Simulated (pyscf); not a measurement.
PySCF, gas phase, ωB97X-D3(BJ)/def2-SVP geometries.

**Question.** Estimate by transition-state theory (the high-pressure limit) the rate constant of HO–BH–OH + ethylene (H₂C=CH₂) → H₃C–CH₂–B(OH)–OH (singlet surface; B–H broken, B–C, C–H formed) at 900 K, with ωB97M-D3(BJ)/def2-TZVP energies (ideal gas, 1 atm, RRHO with modes under 100 cm⁻¹ raised to 100, one conformer, R ln 2 for rigid chiral ones; no tunnelling).

**Answer.** The electronic barrier is 36.1 kcal/mol and the thermal terms add +34.4, so ΔG‡ = 70.4 kcal/mol. With k_BT/h = 1.88e+13 s⁻¹ and RT = 1.788 kcal/mol, and a volume of 1.23e-19 cm³ per molecule at 1 atm, k = 1.8e-23 cm³ molecule⁻¹ s⁻¹. The product is born with the 71 kcal/mol of the reverse barrier and needs collisions to keep. Wigner's tunnelling factor for 693i cm⁻¹ would be 1.05. A shift of 1 kcal/mol in the barrier changes k by a factor 1.7. At the saddle there is also a short B–C contact that neither side keeps. One saddle was located; it need not be the lowest between these sides.
